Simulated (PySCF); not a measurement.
# Stationary points of SO₂(OH)₂

Method: PySCF, PBE0, basis S def2-SVP, O def2-SVP, H def2-SVP (no relativity, density fitting).

Relaxations began from a few typed shapes. The search is not exhaustive: other isomers or separated fragments can lie lower, and high-lying points may rest on an excited occupation.

| spin | group | bonds | angles | imaginary modes (cm⁻¹) | ΔE (kJ/mol) | ΔE with ZPE (kJ/mol) |
| --- | --- | --- | --- | --- | --- | --- |
| singlet | C2 | O–H 0.970 Å (×2), S–O 1.437 Å (×2), S–O 1.608 Å (×2) | H–O–S 108.3° (×2), O–S–O 101.4°, O–S–O 105.7° (×2), O–S–O 108.4° (×2), O–S–O 124.7° | none | 0.0 | 0.0 |
| singlet | C1 | O–H 0.970 Å (×2), S–O 1.431 Å, S–O 1.447 Å, S–O 1.598 Å, S–O 1.615 Å | H–O–S 107.0°, H–O–S 109.0°, O–S–O 98.9°, O–S–O 105.9°, O–S–O 106.8° | none | 6.3 | 5.0 |
| singlet | C2h | O–H 0.971 Å (×2), S–O 1.488 Å (×2), S–O 1.679 Å (×2) | H–O–S 105.5° (×2), O–S–O 88.7° (×2), O–S–O 91.3° (×2), O–S–O 180.0° (×2) | 279i | 345.6 | – |

The lowest minimum found is the singlet C2: O–H 0.970 Å (×2), S–O 1.437 Å (×2), S–O 1.608 Å (×2); H–O–S 108.3° (×2), O–S–O 101.4°, O–S–O 105.7° (×2), O–S–O 108.4° (×2), O–S–O 124.7°.
